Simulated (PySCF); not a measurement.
Gas-phase reaction: SiH2Cl2 + 2 C2H6 ⇌ (CH3)2SiCl2 + 2 CH4

Computed with PySCF and rigid-rotor harmonic-oscillator thermochemistry at 1 bar. † marks an energy on the PBE0/def2-TZVP geometry and frequencies; other levels use their own. MP2 freezes the core. 6-31G* has spherical d functions here. All species are closed-shell singlets. B3LYP is the form with VWN-RPA correlation. MP2 isn't extrapolated to the basis-set limit.

```
level            ΔH°(298 K), kJ
---------------  --------------
B3LYP/6-31G*                [?]
BLYP/def2-TZVP†            -115
HF/def2-TZVP†              -105
MP2/def2-TZVPP†            -136
PBE/def2-SVP                [?]
PBE0/def2-TZVP              [?]
```

Task: Complete the blanks.

Result: 
- B3LYP/6-31G*, ΔH°(298 K), kJ: -110
- PBE/def2-SVP, ΔH°(298 K), kJ: -112
- PBE0/def2-TZVP, ΔH°(298 K), kJ: -122
